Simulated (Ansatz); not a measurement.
System: rock-salt RbBr. Method: r²SCAN (PAW; Ansatz, a program for electronic structure).

Run with plane-wave cutoff 560 eV, 8×8×8 k mesh, Fermi–Dirac smearing 0.01 eV, scalar-relativistic PAW data made under PBE.

Response to compression and expansion:

| V (Å³/atom) | P (GPa) | direct gap at Γ (eV) |
|---|---|---|
| 39.035 | 1.01 | 5.053 |
| 39.865 | 0.63 | 4.996 |
| 40.696 | 0.30 | 4.941 |
| 41.526 | 0.00 | 4.888 |
| 42.357 | -0.27 | 4.838 |
| 43.187 | -0.50 | 4.791 |
| 44.018 | -0.71 | 4.745 |

A straight line through the gaps at Γ against ln V gives a volume deformation potential dE_g(Γ)/d ln V of -2.6 eV: the gap at Γ widens under compression.

Measured, for comparison: band gap 7.2 eV (temperature not stated, no zero-point or thermal correction; as tabulated in Aguado et al. (1998), arXiv:cond-mat/9809176).

Spin–orbit coupling is not included.
